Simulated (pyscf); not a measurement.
**Four-centre exchange: H₂B–O–GeH₃ (SMILES B[O][GeH3]) + HF (SMILES F) → F–GeH₃ (SMILES [F][GeH3]) + H₂B–OH (SMILES BO)**

Gas phase, singlet surface, charge 0. Bonds broken: Ge1–O2, F9–H10. Bonds formed: Ge1–F9, O2–H10. Structures and frequencies: ωB97X-D3(BJ)/def2-SVP in PySCF.

Transition state (Å):

```xyz
10

Ge    -2.1021     0.2565     0.0287
O     -0.0597     0.0813    -0.0837
B      0.8945    -0.3996    -0.9179
H     -2.1350    -0.4672    -1.3470
H     -2.8054    -0.6705     1.0220
H     -2.6703     1.6575    -0.2060
H      2.0541    -0.2889    -0.5955
H      0.5299    -0.9173    -1.9472
F     -1.0604     1.0274     1.6067
H     -0.1122     0.5935     0.8838
```

One imaginary mode, 531i cm⁻¹; descent along it reached the two sides named, in the forms told below.

| bond | change | reactant side (Å) | saddle | product side |
|---|---|---|---|---|
| Ge1–O2 | breaks | 1.831 | 2.053 | 3.6 |
| F9–H10 | breaks | 0.940 | 1.269 | 1.812 |
| Ge1–F9 | forms | 3.0 | 2.042 | 1.770 |
| O2–H10 | forms | 1.717 | 1.096 | 0.972 |

Electronic energies relative to the separated reactants (kcal/mol):

| level | barrier | reaction energy | reverse barrier |
|---|---|---|---|
| ωB97X-D3(BJ)/def2-TZVP | 14.5 | -7.8 | 22.3 |
| PBE/def2-TZVP | 10.2 | -9.6 | 19.8 |
| r²SCAN/def2-TZVP | 11.2 | -9.3 | 20.6 |
| B3LYP-D3(BJ)/def2-TZVP | 13.2 | -8.8 | 22.0 |
| PBE0-D3(BJ)/def2-TZVP | 12.8 | -8.3 | 21.1 |
| M06-2X/def2-TZVP | 13.0 | -8.3 | 21.4 |
| ωB97M-D3(BJ)/def2-TZVP | 14.1 | -8.9 | 23.0 |
| HF/def2-TZVP | 26.9 | -10.1 | 37.0 |

With ωB97M-D3(BJ)/def2-TZVP energies and thermal terms (ideal gas, 1 atm, RRHO with modes under 100 cm⁻¹ raised to 100, one conformer, R ln 2 for chiral ones without a mode under 150 cm⁻¹), in kcal/mol:

```csv
T (K),ΔH‡,ΔG‡,ΔH,ΔG
298,13.6,23.6,-7.9,-8.4
600,13.2,34.0,-8.8,-8.5
900,13.2,44.4,-9.4,-8.2
1200,13.6,54.8,-9.8,-7.7
```

On the reactant side the descent ends in a bound adduct, 8.4 kcal/mol under the separated species and 22.9 kcal/mol under the saddle at ωB97X-D3(BJ)/def2-TZVP. On the product side the descent ends in a complex, 5.3 kcal/mol under the separated species and 27.7 kcal/mol under the saddle at ωB97X-D3(BJ)/def2-TZVP. One saddle was located; it need not be the lowest between these sides. Elements up to Kr have no core potential and no relativistic terms here.
